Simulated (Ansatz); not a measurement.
**CH2B (sextet): wave-function methods side by side, cc-pVTZ**

How much of the correlation energy of CH2B (sextet) does each wave-function method recover here?

Method: cc-pVTZ, core rule «outside noble gas», up to 2 orbitals frozen; program: Ansatz 0.2.0, Gaussian basis.

To be run: UHF; CCSD(T) on ROHF; CCSD(T) on UHF; BCCD(T) on ROHF; CCSDT(Q) on ROHF; CCSDT(Q) on UHF; CASSCF and MRCISD+Q, 9 electrons in 10 orbitals; CASSCF and NEVPT2, 9 electrons in 10 orbitals.

5 further runs of the same task are left out: 5 set aside as unsound or not needed. Runs told in other sessions of the task aren't counted.

## (1) The geometry

The geometry is a PBE0/def2-TZVP stationary point (not a proven minimum) of the parent state, kept for this charge and spin.

4 atoms, charge 0, spin multiplicity 6.

Atoms are counted from 1 here; the program's logs count them from 0.

Bond lengths: B1–C2 1.527 Å, B1–H3 1.203 Å, C2–H4 1.092 Å. Angles: C2–B1–H3 121.6°, B1–C2–H4 134.8°.

## (2) UHF

in.yaml reads:

```yaml
crystal:
  periodic: [false, false, false]
  atoms:
    - {symbol: B, position_ang: [0.000000, -0.104832, 0.802428]}
    - {symbol: C, position_ang: [0.000000, -0.044574, -0.723222]}
    - {symbol: H, position_ang: [0.000000, 0.894880, 1.472485]}
    - {symbol: H, position_ang: [0.000000, 0.760676, -1.461216]}
basis:
  gaussian: {orbitals: cc-pVTZ}
magnetization: {spin_polarized: true, initial_magnetization: 5}
hamiltonian: {xc: hf}
output: {orbitals: {seedname: orbitals}}
```

The run is started by

```
$ ansatz run in.yaml --threads 1 --pin off --events-out ev --progress --plain --max-ram 2560MiB --backend cpu
```

Further steps of the session: CCSD(T) on ROHF; CCSD(T) on UHF; BCCD(T) on ROHF; CCSDT(Q) on ROHF; CCSDT(Q) on UHF; CASSCF and MRCISD+Q, 9 electrons in 10 orbitals; CASSCF and NEVPT2, 9 electrons in 10 orbitals.

**Question.** What will the summary of the whole plan be? Wanted: UCCSDT(Q) from the RHF energy; RMP2 from UCCSDT(Q); UMP2 from UCCSDT(Q); RCCSD from UCCSDT(Q); RCCSD(T) from UCCSDT(Q); UCCSD(T) from UCCSDT(Q); RCCSDT(Q) from UCCSDT(Q); NEVPT2 valence from UCCSDT(Q); MRCISD+Q valence from UCCSDT(Q).

**Answer**, as computed:

| quantity | value |
| --- | --- |
| UCCSDT(Q) from the ROHF energy | -5.4050 eV |
| RMP2 from UCCSDT(Q) | +1045.1 meV |
| UMP2 from UCCSDT(Q) | +1043.9 meV |
| RCCSD from UCCSDT(Q) | +247.4 meV |
| RCCSD(T) from UCCSDT(Q) | +46.4 meV |
| UCCSD(T) from UCCSDT(Q) | +45.1 meV |
| RCCSDT(Q) from UCCSDT(Q) | +3.2 meV |
| NEVPT2 valence from UCCSDT(Q) | +891.2 meV |
| MRCISD+Q valence from UCCSDT(Q) | +88.6 meV |
| levels within 1 kcal/mol (43 meV) | BCCD(T), RCCSDT, UCCSDT, RCCSDT(Q) |
| T1 diagnostic | 0.054 |
| effectively unpaired electrons | 5.01 |

In words: RCCSD(T) lands +46.4 meV from the yardstick (0.9 % of the correlation energy). The occupations are near whole numbers, but T1 = 0.054 shows that the orbitals relax strongly. Of the multireference levels listed MRCISD+Q valence comes nearest in total energy (+88.6 meV), which doesn't show that its space is the better one. These misses are within one basis, not against nature; the frozen cores of restricted and unrestricted runs differ, which can shift their rows.
